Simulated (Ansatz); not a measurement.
Ansatz (a program for electronic structure) input (CCSD(T)/aug-cc-pVDZ):

Ansatz 0.2 input:
```yaml
crystal:
  periodic: [false, false, false]
  atoms:
    - {symbol: C, position_ang: [0.59753466, 1.74308735, 0.00415876]}
    - {symbol: C, position_ang: [0.59953286, 0.40913995, 0.00070042]}
    - {symbol: C, position_ang: [-0.59953286, -0.40913995, -0.00070042]}
    - {symbol: C, position_ang: [-0.59753466, -1.74308735, -0.00415876]}
    - {symbol: H, position_ang: [1.51677473, 2.31296276, 0.00508382]}
    - {symbol: H, position_ang: [-0.32918900, 2.30525528, 0.00617206]}
    - {symbol: H, position_ang: [1.54641423, -0.12382865, -0.00124931]}
    - {symbol: H, position_ang: [-1.54641423, 0.12382865, 0.00124931]}
    - {symbol: H, position_ang: [0.32918900, -2.30525528, -0.00617206]}
    - {symbol: H, position_ang: [-1.51677473, -2.31296276, -0.00508382]}
basis:
  gaussian:
    orbitals: aug-cc-pVDZ
magnetization: {spin_polarized: false}
correlation: {method: ccsd_t, electrons: outside_noble_gas}
output: {forces: true}
```

Output:

```
Functional definition: HF
integrals: 0.40 GiB planned
1458 factors; integrals over basis functions are off by at most 5.6e-4 eV
mean field: 0.55 GiB planned
mean field evaluation 1: about -4212.8418 eV, gradient 3.3e1 eV
mean field evaluation 2: about -4212.8420 eV, gradient 3.3e1 eV
mean field evaluation 4: about -4216.1087 eV, gradient 3.4e0 eV
mean field evaluation 8: about -4216.1486 eV, gradient 7.4e-5 eV
mean field evaluation 16: about -4216.1484 eV, gradient 1.3e-1 eV
mean field -4216.14864116 eV, -154.9406047545 hartree, gradient 2.6e-6 eV, S^2 0.000000; 0 other end points of the search recorded, 0 dependent functions left out; unrestricted orbitals would lower it
4 core orbitals not correlated
reference -4216.14864116 eV, -154.9406047545 hartree; 11, 11 occupied and 131, 131 virtual orbitals, 1458 factors
densities: 2.31 GiB planned
second order -15.05331065 eV of doubles, -0.00000000 eV of singles
coupled cluster: 1.19 GiB planned
cycle   1  -15.71790435 eV  change   -6.6e-1 eV  update   8.7e-2
cycle   2  -16.16205937 eV  change   -4.4e-1 eV  update   3.0e-2
cycle   3  -16.25533786 eV  change   -9.3e-2 eV  update   1.4e-2
cycle   4  -16.25664093 eV  change   -1.3e-3 eV  update   4.5e-3
cycle   5  -16.25747133 eV  change   -8.3e-4 eV  update   1.6e-3
cycle   6  -16.25757875 eV  change   -1.1e-4 eV  update   4.6e-4
cycle   7  -16.25750100 eV  change    7.8e-5 eV  update   1.9e-4
cycle   8  -16.25752315 eV  change   -2.2e-5 eV  update   9.1e-5
cycle   9  -16.25750729 eV  change    1.6e-5 eV  update   3.3e-5
cycle  10  -16.25748883 eV  change    1.8e-5 eV  update   1.2e-5
cycle  11  -16.25749389 eV  change   -5.1e-6 eV  update   4.0e-6
coupled cluster: 1.20 GiB planned
perturbative correction -0.66093673 eV, -0.0242889769 hartree
the calculation of the forces begins
Total energy: -4233.06707178 eV, -155.5623456121 hartree
Atom 0 at     0.597535     1.743087     0.004159 Å, force    -0.033930     1.088607     0.002842 eV/Å
Atom 1 at     0.599533     0.409140     0.000700 Å, force     0.350064    -0.937033    -0.002639 eV/Å
Atom 2 at    -0.599533    -0.409140    -0.000700 Å, force    -0.350064     0.937033     0.002639 eV/Å
Atom 3 at    -0.597535    -1.743087    -0.004159 Å, force     0.033930    -1.088607    -0.002842 eV/Å
Atom 4 at     1.516775     2.312963     0.005084 Å, force     0.447168     0.270283     0.000432 eV/Å
Atom 5 at    -0.329189     2.305255     0.006172 Å, force    -0.443580     0.263050     0.000948 eV/Å
Atom 6 at     1.546414    -0.123829    -0.001249 Å, force     0.453866    -0.240859    -0.000897 eV/Å
Atom 7 at    -1.546414     0.123829     0.001249 Å, force    -0.453866     0.240859     0.000897 eV/Å
Atom 8 at     0.329189    -2.305255    -0.006172 Å, force     0.443580    -0.263050    -0.000948 eV/Å
Atom 9 at    -1.516775    -2.312963    -0.005084 Å, force    -0.447168    -0.270283    -0.000432 eV/Å
Dipole moment:     0.000000     0.000000     0.000000 e Å
```
